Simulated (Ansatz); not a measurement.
Reaction (SMILES): [C](=C)F → 2 C atom + F atom + 2 H atom
B3LYP-D3(BJ)/def2-TZVP geometries, fixed; electronic energies without zero-point terms.
Largest species:
```xyz
5

C     -0.0030     0.4279    -0.0061
C      1.2000    -0.0902     0.0004
F     -1.1765    -0.1568     0.0031
H      1.3403    -1.1676     0.0158
H      2.0667     0.5527    -0.0094
```
Charge 0, spin multiplicity 2.

Basis-set convergence of the atomisation energy at PBE0 with Ansatz (a first-principles code). Cartesian d functions, on some or all atoms, in 6-31G*; all else is spherical. The program fits the integrals of some runs and decomposes those of others, by size. Open shells are unrestricted. No added dispersion term, no relativity. Functions are those of the species that has most. Reference: the value in aug-pcseg-3, 461.23 kcal/mol, itself unsure by roughly 0.25 kcal/mol (its mean distance from aug-cc-pVQZ, cc-pV5Z, def2-QZVPPD).

| basis | functions | atomisation energy (kcal/mol) |
|---|---|---|
| 3-21G | 31 | 448.09 |
| def2-SV(P) | 46 | 462.83 |
| 6-31G* | 49 | 460.42 |
| def2-SVPD | 79 | ? |
| cc-pVTZ | 118 | ? |
| def2-TZVPP | 121 | 460.64 |
| jun-cc-pV(T+d)Z | 145 | ? |
| def2-TZVPPD | 148 | ? |
| aug-cc-pVTZ | 184 | 460.22 |

### Question
What belongs in the gaps?

### Answer

- def2-SVPD, atomisation energy (kcal/mol): 465.60
- cc-pVTZ, atomisation energy (kcal/mol): 460.76
- jun-cc-pV(T+d)Z, atomisation energy (kcal/mol): 460.08
- def2-TZVPPD, atomisation energy (kcal/mol): 460.59
